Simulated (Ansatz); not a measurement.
**CHBS (triplet): from Hartree-Fock to the top rungs at distance C2–H4 = 1.076 Å, cc-pVDZ**

An exercise on one series of results from a longer session: the logs are not shown, and one member is left open.

The runs use Ansatz 0.2.0, Gaussian basis; cc-pVDZ, core rule «outside noble gas», up to 7 orbitals frozen.

The runs, in order: UHF; CCSD(T) on ROHF; CCSD(T) on UHF; BCCD(T) on ROHF; CISD; CCSDT(Q) on ROHF; CCSDT(Q) on UHF; CASSCF and MRCISD+Q, 4 electrons in 4 orbitals; CASSCF and NEVPT2, 4 electrons in 4 orbitals.

19 further runs of the same task are left out: 2 for a mislabelled method, 13 that didn't finish, 4 set aside as unsound or not needed.

### What is computed

The geometry derives from a PBE0/def2-TZVP stationary point (not a proven minimum). One bond is set to the value named and the two fragments are kept rigid.

4 atoms, charge 0, spin multiplicity 3.

Atoms are counted from 1 here; the program's logs count them from 0.

Bond lengths: B1–C2 1.415 Å, B1–S3 1.834 Å, C2–S3 1.766 Å, C2–H4 1.076 Å. Angles: C2–B1–S3 64.4°, B1–C2–S3 69.4°, B1–C2–H4 162.5°, S3–C2–H4 128.1°, B1–S3–C2 46.2°.

The first run:

in.yaml reads:

```yaml
crystal:
  periodic: [false, false, false]
  atoms:
    - {symbol: B, position_ang: [0.000000, -0.940798, 0.805566]}
    - {symbol: C, position_ang: [0.000000, 0.456437, 1.026812]}
    - {symbol: S, position_ang: [0.000000, 0.101630, -0.703595]}
    - {symbol: H, position_ang: [0.000000, 1.418810, 1.507124]}
basis:
  gaussian: {orbitals: cc-pVDZ}
magnetization: {spin_polarized: true, initial_magnetization: 2}
hamiltonian: {xc: hf}
output: {orbitals: {seedname: orbitals}}
```

Command:

```
> ansatz run in.yaml --threads 1 --pin off --events-out ev --progress --plain --max-ram 2393MiB
```

Steps of the session up to this table: UHF; CCSD(T) on ROHF; CCSD(T) on UHF; BCCD(T) on ROHF; CISD; CCSDT(Q) on ROHF; CCSDT(Q) on UHF; CASSCF and MRCISD+Q, 4 electrons in 4 orbitals; CASSCF and NEVPT2, 4 electrons in 4 orbitals.

One table of the session follows, with a row left open; its other results are not shown here.

It belongs to the step «Misses and costs». 

| method | from UCCSDT(Q) (kJ/mol) |
| --- | --- |
| ROHF | +933.5 |
| UHF | +914.4 |
| RMP2 | ? |
| UMP2 | +115.5 |
| CISD | +134.7 |
| RCCSD | +45.9 |
| UCCSD | +44.9 |
| RCCSD(T) | +5.9 |
| UCCSD(T) | +6.1 |
| BCCD(T) | +5.8 |
| RCCSDT | +3.5 |
| UCCSDT | +3.3 |
| RCCSDT(Q) | +0.3 |
| UCCSDT(Q) | 0 |
| CASSCF pair | +893.8 |
| NEVPT2 pair | +111.2 |
| MRCISD pair | +129.7 |
| MRCISD+Q pair | +30.0 |

Q: Estimate the row for RMP2 from the others.

The run gave: from UCCSDT(Q) (kJ/mol): +106.0. In the column «from UCCSDT(Q) (kJ/mol)» it lies between RCCSD (+45.9) and NEVPT2 pair (+111.2).

To keep in mind: Restricted and unrestricted rows rest on different reference determinants; where their highest levels disagree by more than a few hundredths of an eV, they describe different states and don't form one ladder.
